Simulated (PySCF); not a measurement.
# Changing the system itself: BC⁻ (triplet)

One physical setting of the base script is moved in each run, with the edits that it forces.

The runs use PySCF 2.14.0; method and basis as typed in the scripts.

3 further runs of the same task are left out: 3 that didn't finish.

## Step 1: Where the work starts

BC⁻ (triplet): 2 atoms, charge -1, spin multiplicity 3.

Bond lengths: B1–C2 1.317 Å.

## Step 2: The run that the others are compared with

Input file input.py:

```python
from pyscf import gto, scf, tdscf

mol = gto.M(
    atom='B 0 0 0; C 0 0 1.317',
    basis='lanl2dz',
    charge=-1,
    spin=2,
    verbose=4,
)
mf = scf.UHF(mol)
mf.kernel()
td = tdscf.TDA(mf)
td.nstates = 3
td.kernel()
td.analyze()
mf.dip_moment()
print('orbital energies (hartree):', [e[max(0, n-3):n+3].round(4) for e, n in zip(mf.mo_energy, mol.nelec)])
```

Command:

```bash
$ OMP_NUM_THREADS=1 python input.py
```

Its log is not repeated here.

It gives: E(SCF) = -62.291118 Eh, ⟨S²⟩ = 2.047, excitations 0.32, 0.32, 1.18 eV.

The bond length is a typed value, not an optimised one. The dipole of an ion depends on the origin. The triplet is typed in the script; nothing here shows that it is the ground state.

## Step 3: Bond 1.159 Å

Run 1 changes bond length: 1.317 Å → 1.159 Å.

Input file input.py:

```python
from pyscf import gto, scf, tdscf

mol = gto.M(
    atom='B 0 0 0; C 0 0 1.159',
    basis='lanl2dz',
    charge=-1,
    spin=2,
    verbose=4,
)
mf = scf.UHF(mol)
mf.kernel()
td = tdscf.TDA(mf)
td.nstates = 3
td.kernel()
td.analyze()
mf.dip_moment()
print('orbital energies (hartree):', [e[max(0, n-3):n+3].round(4) for e, n in zip(mf.mo_energy, mol.nelec)])
```

Command:

```bash
$ OMP_NUM_THREADS=1 python input.py
```

## Step 4: Bond 1.357 Å

Run 2 changes bond length: 1.317 Å → 1.357 Å.

Changes to input.py since step 2:

```diff
@@ -3,3 +3,3 @@
 mol = gto.M(
-    atom='B 0 0 0; C 0 0 1.317',
+    atom='B 0 0 0; C 0 0 1.357',
     basis='lanl2dz',
```

## Step 5: Septet

Run 3 changes spin (2S): 2 → 6.

Changes to input.py since step 2:

```diff
@@ -6,3 +6,3 @@
     charge=-1,
-    spin=2,
+    spin=6,
     verbose=4,
```

## Step 6: PCM, ε = 78.36

Run 4 changes solvent: none (gas phase) → PCM, ε = 78.36; step after the SCF: tda → analyze.

Input file input.py:

```python
from pyscf import gto, scf, solvent

mol = gto.M(
    atom='B 0 0 0; C 0 0 1.317',
    basis='lanl2dz',
    charge=-1,
    spin=2,
    verbose=4,
)
mf = scf.UHF(mol)
mf = solvent.PCM(mf)
mf.with_solvent.eps = 78.36
mf.kernel()
mf.analyze()
print('orbital energies (hartree):', [e[max(0, n-3):n+3].round(4) for e, n in zip(mf.mo_energy, mol.nelec)])
```

## Step 7: PCM, ε = 4.71

Run 5 changes solvent: none (gas phase) → PCM, ε = 4.71; step after the SCF: tda → analyze.

Input file input.py:

```python
from pyscf import gto, scf, solvent

mol = gto.M(
    atom='B 0 0 0; C 0 0 1.317',
    basis='lanl2dz',
    charge=-1,
    spin=2,
    verbose=4,
)
mf = scf.UHF(mol)
mf = solvent.PCM(mf)
mf.with_solvent.eps = 4.71
mf.kernel()
mf.analyze()
print('orbital energies (hartree):', [e[max(0, n-3):n+3].round(4) for e, n in zip(mf.mo_energy, mol.nelec)])
```

What does the calculation give? Wanted: for each run, E(SCF); from base; gap, α spin; after the SCF.

As calculated:

| run | E(SCF) (hartree) | from base (eV) | cycles | gap, α spin (eV) | after the SCF |
| --- | --- | --- | --- | --- | --- |
| base | -62.291118 | 0 | 17 | 12.59 | lowest root found 0.32 eV |
| bond 1.159 Å | -62.218714 | +1.9702 | 17 | 12.82 | lowest root found 2.80 eV |
| bond 1.357 Å | -62.301195 | -0.2742 | 17 | 12.53 | lowest root found 0.56 eV |
| septet | -62.115669 | +4.7742 | 9 | 8.95 | lowest root found 3.33 eV |
| PCM, ε = 78.36 | -62.414808 | -3.3658 | 19 | 12.56 | n/a |
| PCM, ε = 4.71 | -62.372203 | -2.2064 | 16 | 12.89 | n/a |

What this shows: The largest comparable shift of the SCF energy, +4.774 eV, comes with the run “septet”. The septet solution found lies 4.77 eV above the base triplet at this geometry and level. A continuum solvent with ε = 78.36 lowers the energy by 3.366 eV, a large gain because the system is charged. A continuum solvent with ε = 4.71 lowers the energy by 2.206 eV, a large gain because the system is charged.
